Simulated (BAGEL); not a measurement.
# One shape, several levels: [SiPH6]+ (SMILES [SiH3][PH3+])

Aim: a comparison of 4 runs (B3LYP/6-31G*, B3LYP/aug-cc-pVDZ, PBE0/aug-cc-pVDZ, RI-MP2/aug-cc-pVDZ) of [SiPH6]+. 

Program for the calculation: BAGEL 1.2.2.

## 1. The structure to begin with

[SiPH6]+ has 8 atoms, charge +1, and is taken as a singlet. As SMILES, `[SiH3][PH3+]`. Geometry: relaxed at GFN2-xTB.

Bond lengths: Si1–P2 2.357 Å, Si1–H3 1.460 Å, Si1–H4 1.460 Å, Si1–H5 1.460 Å, P2–H6 1.378 Å, P2–H7 1.378 Å, P2–H8 1.378 Å. Some angles: Si1–P2–H6 118.1°, Si1–P2–H7 117.8°, Si1–P2–H8 118.3°, P2–Si1–H3 100.3°, P2–Si1–H4 100.4°, P2–Si1–H5 100.2°, H6–P2–H7 99.7°, H6–P2–H8 99.7°, H7–P2–H8 99.7°, H3–Si1–H4 116.9°.

## 2. The energy at B3LYP/6-31G(d) (density fitting with qzvpp-jkfit, spherical functions) (run 1)

The input, input.json:

```json
{ "bagel": [

{
  "title": "molecule",
  "basis": "6-31gs.json",
  "df_basis": "qzvpp-jkfit",
  "angstrom": true,
  "geometry": [
    { "atom": "Si", "xyz": [   -0.470960,    0.566370,   -1.099950 ] },
    { "atom": "P", "xyz": [    0.365010,   -0.443380,    0.859200 ] },
    { "atom": "H", "xyz": [   -0.094330,   -0.437370,   -2.091670 ] },
    { "atom": "H", "xyz": [   -1.888550,    0.663780,   -0.763060 ] },
    { "atom": "H", "xyz": [    0.295360,    1.809660,   -1.096990 ] },
    { "atom": "H", "xyz": [    0.210770,    0.229090,    2.051630 ] },
    { "atom": "H", "xyz": [    1.715080,   -0.712290,    0.918170 ] },
    { "atom": "H", "xyz": [   -0.132380,   -1.675860,    1.222670 ] }
  ]
},
{ "title": "ks", "xc_func": "b3lyp", "charge": 1 },
{ "title": "print", "file": "orbitals.molden", "orbitals": true }

]}
```

The basis set 6-31G* is read from a file made from the Basis Set Exchange's data (not shown).

Launch:

```console
$ BAGEL_NUM_THREADS=1 BAGEL input.json > input.out
```

Log:

```text
* using 1 threads per process

  ===============================================================
  ===============================================================

  *** Geometry ***

  { "atom" : "Si", "xyz" : [     -0.889985,      1.070284,     -2.078604 ] },
  { "atom" : "P", "xyz" : [      0.689769,     -0.837867,      1.623653 ] },
  { "atom" : "H", "xyz" : [     -0.178258,     -0.826510,     -3.952683 ] },
  { "atom" : "H", "xyz" : [     -3.568842,      1.254362,     -1.441974 ] },
  { "atom" : "H", "xyz" : [      0.558150,      3.419762,     -2.073011 ] },
  { "atom" : "H", "xyz" : [      0.398298,      0.432917,      3.877019 ] },
  { "atom" : "H", "xyz" : [      3.241031,     -1.346033,      1.735090 ] },
  { "atom" : "H", "xyz" : [     -0.250162,     -3.166916,      2.310511 ] },

  Number of auxiliary basis functions:      364

  Since a DF basis is specified, we compute 2- and 3-index integrals:
    o Being stored without compression. Storage requirement is 0.007 GB

  Number of basis functions:       48
  Number of electrons      :       35

    * METHOD: MOLECULE                             0.11

  *** Kohn-Sham DFT ***

    * Removing 12234 points whose weight is below 1.00e-10
    * Grid points: 107014

  === Nuclear Repulsion ===
    97.1407844483

       - DIIS with orbital gradients will be used.

  === KS iteration (b3lyp / 6-31gs.json) ===
      0       -617.20657149          0.14391689           0.20
      1       -616.25579531          0.11202087           0.20
      2       -618.20724038          0.12117704           0.21
      3       -632.83763560          0.07249884           0.20
      4       -633.71429510          0.03924842           0.20
      5       -633.97831129          0.02473098           0.19
      6       -634.13529589          0.00868312           0.19
      7       -634.16398592          0.00167229           0.20
      8       -634.16498455          0.00032467           0.20
      9       -634.16502498          0.00001968           0.20
     10       -634.16502510          0.00000375           0.20
     11       -634.16502510          0.00000145           0.19
     12       -634.16502510          0.00000012           0.19
     13       -634.16502510          0.00000002           0.19
     14       -634.16502510          0.00000001           0.20
     15       -634.16502510          0.00000000           0.19
    * SCF iteration converged.

    * Permanent dipole moment:
           (   -0.168105,     0.204716,    -0.396616) a.u.

    * METHOD: KS                                   3.54

    * METHOD: PRINT                                0.01

  ===============================================================
```

It took 3.9 s on 1 thread of Arm Neoverse V1, shared host; peak memory 0.27 GiB.

## 3. The energy at B3LYP/aug-cc-pVDZ (density fitting with qzvpp-jkfit) (run 2)

The input, input.json:

```json
{ "bagel" : [

{
  "title" : "molecule",
  "basis" : "aug-cc-pvdz.json",
  "df_basis" : "qzvpp-jkfit",
  "angstrom" : "true",
  "geometry" : [
    { "atom" : "Si", "xyz" : [      -0.470960,       0.566370,      -1.099950 ] },
    { "atom" : "P", "xyz" : [       0.365010,      -0.443380,       0.859200 ] },
    { "atom" : "H", "xyz" : [      -0.094330,      -0.437370,      -2.091670 ] },
    { "atom" : "H", "xyz" : [      -1.888550,       0.663780,      -0.763060 ] },
    { "atom" : "H", "xyz" : [       0.295360,       1.809660,      -1.096990 ] },
    { "atom" : "H", "xyz" : [       0.210770,       0.229090,       2.051630 ] },
    { "atom" : "H", "xyz" : [       1.715080,      -0.712290,       0.918170 ] },
    { "atom" : "H", "xyz" : [      -0.132380,      -1.675860,       1.222670 ] }
  ]
},

{ "title" : "ks", "xc_func" : "b3lyp", "charge" : 1 },

{ "title" : "print", "file" : "orbitals.molden", "orbitals" : "true" }

]}
```

The basis set aug-cc-pVDZ is read from a file made from the Basis Set Exchange's data (not shown).

Launch:

```console
$ BAGEL_NUM_THREADS=1 BAGEL input.json > input.out
```

Log:

```text
* using 1 threads per process

  ===============================================================
  ===============================================================

  *** Geometry ***

  { "atom" : "Si", "xyz" : [     -0.889985,      1.070284,     -2.078604 ] },
  { "atom" : "P", "xyz" : [      0.689769,     -0.837867,      1.623653 ] },
  { "atom" : "H", "xyz" : [     -0.178258,     -0.826510,     -3.952683 ] },
  { "atom" : "H", "xyz" : [     -3.568842,      1.254362,     -1.441974 ] },
  { "atom" : "H", "xyz" : [      0.558150,      3.419762,     -2.073011 ] },
  { "atom" : "H", "xyz" : [      0.398298,      0.432917,      3.877019 ] },
  { "atom" : "H", "xyz" : [      3.241031,     -1.346033,      1.735090 ] },
  { "atom" : "H", "xyz" : [     -0.250162,     -3.166916,      2.310511 ] },

  Number of auxiliary basis functions:      364

  Since a DF basis is specified, we compute 2- and 3-index integrals:
    o Being stored without compression. Storage requirement is 0.034 GB

  Number of basis functions:      108
  Number of electrons      :       35

    * METHOD: MOLECULE                             0.16

  *** Kohn-Sham DFT ***

    * Removing 12234 points whose weight is below 1.00e-10
    * Grid points: 107014

  === Nuclear Repulsion ===
    97.1407844483

       - DIIS with orbital gradients will be used.

  === KS iteration (b3lyp / aug-cc-pvdz.json) ===
      0       -620.96514300          0.05385077           0.39
      1       -628.53836236          0.08913094           0.38
      2       -626.86564396          0.09018474           0.38
      3       -633.65227229          0.02769805           0.39
      4       -634.13699747          0.01093626           0.39
      5       -634.20056594          0.00230619           0.39
      6       -634.20251450          0.00068115           0.39
      7       -634.20275478          0.00020660           0.39
      8       -634.20278344          0.00001178           0.39
      9       -634.20278353          0.00000330           0.39
     10       -634.20278354          0.00000049           0.39
     11       -634.20278354          0.00000014           0.39
     12       -634.20278354          0.00000002           0.38
     13       -634.20278354          0.00000000           0.38
    * SCF iteration converged.

    * Permanent dipole moment:
           (   -0.163167,     0.198322,    -0.384340) a.u.

    * METHOD: KS                                   6.10

    * METHOD: PRINT                                0.03

  ===============================================================
```

Wall time 6.6 s (1 thread of Arm Neoverse V1, shared host); peak memory 0.52 GiB.

## 4. The energy at PBE0/aug-cc-pVDZ (density fitting with qzvpp-jkfit) (run 3)

The input, job.json:

```json
{ "bagel" : [

{
  "title" : "molecule",
  "basis" : "aug-cc-pvdz.json",
  "df_basis" : "qzvpp-jkfit",
  "angstrom" : "true",
  "geometry" : [
    { "atom" : "Si", "xyz" : [   -0.470960,    0.566370,   -1.099950 ] },
    { "atom" : "P", "xyz" : [    0.365010,   -0.443380,    0.859200 ] },
    { "atom" : "H", "xyz" : [   -0.094330,   -0.437370,   -2.091670 ] },
    { "atom" : "H", "xyz" : [   -1.888550,    0.663780,   -0.763060 ] },
    { "atom" : "H", "xyz" : [    0.295360,    1.809660,   -1.096990 ] },
    { "atom" : "H", "xyz" : [    0.210770,    0.229090,    2.051630 ] },
    { "atom" : "H", "xyz" : [    1.715080,   -0.712290,    0.918170 ] },
    { "atom" : "H", "xyz" : [   -0.132380,   -1.675860,    1.222670 ] }
  ]
},
{ "title" : "ks", "xc_func" : "pbe0", "charge" : 1 },
{ "title" : "print", "file" : "orbitals.molden", "orbitals" : "true" }

]}
```

The basis set aug-cc-pVDZ is read from a file made from the Basis Set Exchange's data (not shown).

Launch:

```console
$ BAGEL_NUM_THREADS=1 BAGEL job.json > job.out
```

Log:

```text
* using 1 threads per process

  ===============================================================
  ===============================================================

  *** Geometry ***

  { "atom" : "Si", "xyz" : [     -0.889985,      1.070284,     -2.078604 ] },
  { "atom" : "P", "xyz" : [      0.689769,     -0.837867,      1.623653 ] },
  { "atom" : "H", "xyz" : [     -0.178258,     -0.826510,     -3.952683 ] },
  { "atom" : "H", "xyz" : [     -3.568842,      1.254362,     -1.441974 ] },
  { "atom" : "H", "xyz" : [      0.558150,      3.419762,     -2.073011 ] },
  { "atom" : "H", "xyz" : [      0.398298,      0.432917,      3.877019 ] },
  { "atom" : "H", "xyz" : [      3.241031,     -1.346033,      1.735090 ] },
  { "atom" : "H", "xyz" : [     -0.250162,     -3.166916,      2.310511 ] },

  Number of auxiliary basis functions:      364

  Since a DF basis is specified, we compute 2- and 3-index integrals:
    o Being stored without compression. Storage requirement is 0.034 GB

  Number of basis functions:      108
  Number of electrons      :       35

    * METHOD: MOLECULE                             0.16

  *** Kohn-Sham DFT ***

    * Removing 12234 points whose weight is below 1.00e-10
    * Grid points: 107014

  === Nuclear Repulsion ===
    97.1407844483

       - DIIS with orbital gradients will be used.

  === KS iteration (pbe0 / aug-cc-pvdz.json) ===
      0       -620.69942527          0.05376069           0.39
      1       -627.63934069          0.09932799           0.38
      2       -626.45278430          0.09107650           0.38
      3       -633.12468780          0.03413120           0.38
      4       -633.85843327          0.00875801           0.38
      5       -633.89760322          0.00284278           0.37
      6       -633.90107215          0.00057573           0.38
      7       -633.90124636          0.00018252           0.38
      8       -633.90126808          0.00001333           0.37
      9       -633.90126818          0.00000236           0.37
     10       -633.90126818          0.00000040           0.37
     11       -633.90126818          0.00000014           0.38
     12       -633.90126818          0.00000003           0.38
     13       -633.90126818          0.00000000           0.37
    * SCF iteration converged.

    * Permanent dipole moment:
           (   -0.171381,     0.207978,    -0.403204) a.u.

    * METHOD: KS                                   5.99

    * METHOD: PRINT                                0.03

  ===============================================================
```

It took 6.3 s on 1 thread of Arm Neoverse V1, shared host; peak memory 0.51 GiB.

## 5. The energy at RI-MP2/aug-cc-pVDZ (density fitting with qzvpp-jkfit) (run 4)

The input, input.json:

```json
{ "bagel" : [

{
  "title" : "molecule",
  "basis" : "aug-cc-pvdz.json",
  "df_basis" : "qzvpp-jkfit",
  "angstrom" : true,
  "geometry" : [
    { "atom" : "Si", "xyz" : [   -0.470960,    0.566370,   -1.099950 ] },
    { "atom" : "P", "xyz" : [    0.365010,   -0.443380,    0.859200 ] },
    { "atom" : "H", "xyz" : [   -0.094330,   -0.437370,   -2.091670 ] },
    { "atom" : "H", "xyz" : [   -1.888550,    0.663780,   -0.763060 ] },
    { "atom" : "H", "xyz" : [    0.295360,    1.809660,   -1.096990 ] },
    { "atom" : "H", "xyz" : [    0.210770,    0.229090,    2.051630 ] },
    { "atom" : "H", "xyz" : [    1.715080,   -0.712290,    0.918170 ] },
    { "atom" : "H", "xyz" : [   -0.132380,   -1.675860,    1.222670 ] }
  ]
},
{
  "title" : "hf",
  "charge" : 1
},
{
  "title" : "mp2",
  "charge" : 1,
  "ncore" : 10
}

]}
```

The basis set aug-cc-pVDZ is read from a file made from the Basis Set Exchange's data (not shown).

Launch:

```console
$ BAGEL_NUM_THREADS=1 BAGEL input.json > input.out
```

Log:

```text
* using 1 threads per process

  ===============================================================
  ===============================================================

  *** Geometry ***

  { "atom" : "Si", "xyz" : [     -0.889985,      1.070284,     -2.078604 ] },
  { "atom" : "P", "xyz" : [      0.689769,     -0.837867,      1.623653 ] },
  { "atom" : "H", "xyz" : [     -0.178258,     -0.826510,     -3.952683 ] },
  { "atom" : "H", "xyz" : [     -3.568842,      1.254362,     -1.441974 ] },
  { "atom" : "H", "xyz" : [      0.558150,      3.419762,     -2.073011 ] },
  { "atom" : "H", "xyz" : [      0.398298,      0.432917,      3.877019 ] },
  { "atom" : "H", "xyz" : [      3.241031,     -1.346033,      1.735090 ] },
  { "atom" : "H", "xyz" : [     -0.250162,     -3.166916,      2.310511 ] },

  Number of auxiliary basis functions:      364

  Since a DF basis is specified, we compute 2- and 3-index integrals:
    o Being stored without compression. Storage requirement is 0.034 GB

  Number of basis functions:      108
  Number of electrons      :       35

    * METHOD: MOLECULE                             0.16

  *** RHF ***

  === Nuclear Repulsion ===
    97.1407844483

      * DIIS with orbital gradients will be used.

  === RHF iteration (aug-cc-pvdz.json) ===
      0       -632.81962200          0.01262994           0.05
      1       -632.89842633          0.00307724           0.05
      2       -632.90534787          0.00105742           0.05
      3       -632.90600818          0.00016785           0.05
      4       -632.90602864          0.00002447           0.05
      5       -632.90602916          0.00000464           0.05
      6       -632.90602918          0.00000114           0.05
      7       -632.90602918          0.00000026           0.05
      8       -632.90602918          0.00000006           0.05
      9       -632.90602918          0.00000001           0.05
     10       -632.90602918          0.00000000           0.05
    * SCF iteration converged.

    * Permanent dipole moment:
           (   -0.164226,     0.200284,    -0.387882) a.u.

    * METHOD: HF                                   0.68

  *** RHF ***

  === Nuclear Repulsion ===
    97.1407844483

      * DIIS with orbital gradients will be used.

  === RHF iteration (aug-cc-pvdz.json) ===
      0       -632.90602918          0.00000000           0.05
    * SCF iteration converged.

    * Permanent dipole moment:
           (   -0.164226,     0.200284,    -0.387882) a.u.

  === DF-MP2 calculation ===

    * freezing 10 orbitals
    * 3-index integral transformation done
    * assembly done

      MP2 correlation energy:   -0.2338180430      0.02

      MP2 total energy:       -633.1398472212

    * METHOD: MP2                                  0.14

  ===============================================================
```

Wall time 1.1 s (1 thread of Arm Neoverse V1, shared host); peak memory 0.11 GiB.

## 6. The series

| run | level | frozen core orbitals | energy (Eh) | HOMO energy (eV) | LUMO energy (eV) | HOMO–LUMO gap (eV) | wall time |
| --- | --- | --- | --- | --- | --- | --- | --- |
| 1 | B3LYP/6-31G* (density fitting with qzvpp-jkfit, spherical functions) | – | -634.165025 | -15.49 | -5.96 | 9.53 | 3.9 s |
| 2 | B3LYP/aug-cc-pVDZ (density fitting with qzvpp-jkfit) | – | -634.202784 | -15.43 | -6.07 | 9.36 | 6.6 s |
| 3 | PBE0/aug-cc-pVDZ (density fitting with qzvpp-jkfit) | – | -633.901268 | -15.63 | -5.84 | 9.79 | 6.3 s |
| 4 | RI-MP2/aug-cc-pVDZ (density fitting with qzvpp-jkfit) | 10 | -633.139847 | – | – | – | 1.1 s |

## 7. What came out

| quantity | value |
| --- | --- |
| run 4: total energy | -633.13985 Eh |
| run 4: correlation energy (10 core orbitals frozen) | -233.8 mEh |

**Reading.** Over runs 1, 2, 3 the HOMO–LUMO gap runs from 9.36 eV (B3LYP/aug-cc-pVDZ) to 9.79 eV (PBE0/aug-cc-pVDZ). Totals of different functionals can't be ranked against each other. All runs together took 18 s, the longest 6.6 s.
